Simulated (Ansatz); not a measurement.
Input file:

```yaml
crystal:
  periodic: [false, false, false]
  atoms:
    - {symbol: Sb, position_ang: [0.000000, -0.019641, 0.000000]}
    - {symbol: H, position_ang: [0.000000, 1.186306, -1.210269]}
    - {symbol: H, position_ang: [0.000000, 1.186365, 1.210211]}
basis:
  gaussian: {orbitals: def2-mTZVP}
total_charge: 1
magnetization: {spin_polarized: false, initial_magnetization: 2}
correlation: {method: ccsdt, electrons: outside_noble_gas}
output: {forces: true}
```

```sh
$ ansatz run in.yaml --threads 1 --pin off --events-out ev --progress --plain --max-ram 2393MiB
```

The program prints:

```
845 factors; integrals over basis functions are off by at most 1.5e-7 eV
mean field evaluation 1: about -6531.5372 eV, gradient 7.7e0 eV
mean field evaluation 2: about -6531.5391 eV, gradient 7.7e0 eV
mean field evaluation 4: about -6532.0231 eV, gradient 8.1e-1 eV
mean field evaluation 8: about -6532.0341 eV, gradient 1.6e-3 eV
mean field evaluation 16: about -6532.0341 eV, gradient 6.1e-6 eV
mean field evaluation 32: about -6529.6482 eV, gradient 6.3e-4 eV
mean field -6532.03410007 eV, -240.0478256057 hartree, gradient 6.1e-6 eV, S^2 2.000000; 1 other end points of the search recorded, 0 dependent functions left out
determinant -6532.03410007 eV, -240.0478256057 hartree, with singles and doubles -6534.33090065 eV, -240.1322314702 hartree
determinant -6529.64820548 eV, -239.9601455968 hartree, with singles and doubles -6532.44731027 eV, -240.0630108005 hartree
9 core orbitals not correlated: weight in the atoms' cores, before any rotation towards them, 1.000 or more for the frozen orbitals, at most 0.000 for the correlated occupied ones
reference -6532.03410007 eV, -240.0478256057 hartree; 4, 2 occupied and 29, 31 virtual orbitals, 845 factors
second order -1.67258352 eV of doubles, -0.03581786 eV of singles
cycle   1  -2.08653106 eV  change   -3.8e-1 eV  update   6.4e-2
cycle   2  -2.35450823 eV  change   -2.7e-1 eV  update   3.2e-2
cycle   3  -2.38122884 eV  change   -2.7e-2 eV  update   1.0e-2
cycle   4  -2.38712718 eV  change   -5.9e-3 eV  update   4.8e-3
cycle   5  -2.38781142 eV  change   -6.8e-4 eV  update   1.9e-3
cycle   6  -2.38751274 eV  change    3.0e-4 eV  update   5.2e-4
cycle   7  -2.38792292 eV  change   -4.1e-4 eV  update   1.9e-4
cycle   8  -2.38790901 eV  change    1.4e-5 eV  update   7.0e-5
cycle   9  -2.38783855 eV  change    7.0e-5 eV  update   2.7e-5
cycle  10  -2.38786726 eV  change   -2.9e-5 eV  update   1.0e-5
cycle  11  -2.38786703 eV  change    2.3e-7 eV  update   3.5e-6
cycle  12  -2.38786571 eV  change    1.3e-6 eV  update   1.5e-6
cycle  13  -2.38786470 eV  change    1.0e-6 eV  update   4.6e-7
cycle  14  -2.38786509 eV  change   -4.0e-7 eV  update   2.2e-7
the calculation of the forces begins
Total energy: -6534.42196516 eV, -240.1355780293 hartree
Atom 0 at     0.000000    -0.019641     0.000000 Å, force     0.000000     0.916478    -0.000022 eV/Å
Atom 1 at     0.000000     1.186306    -1.210269 Å, force    -0.000000    -0.458261    -0.893466 eV/Å
Atom 2 at     0.000000     1.186365     1.210211 Å, force    -0.000000    -0.458217     0.893488 eV/Å
Dipole moment:     0.000000     0.041977    -0.000001 e Å
```

Forces (eV/Å):
```
Sb   0.000  0.916  0.000
H    0.000 -0.458 -0.893
H    0.000 -0.458  0.893
```

Ran on 1 thread of Intel Xeon 6975P-C, shared host: 9 s wall, 0.31 GiB peak host memory.
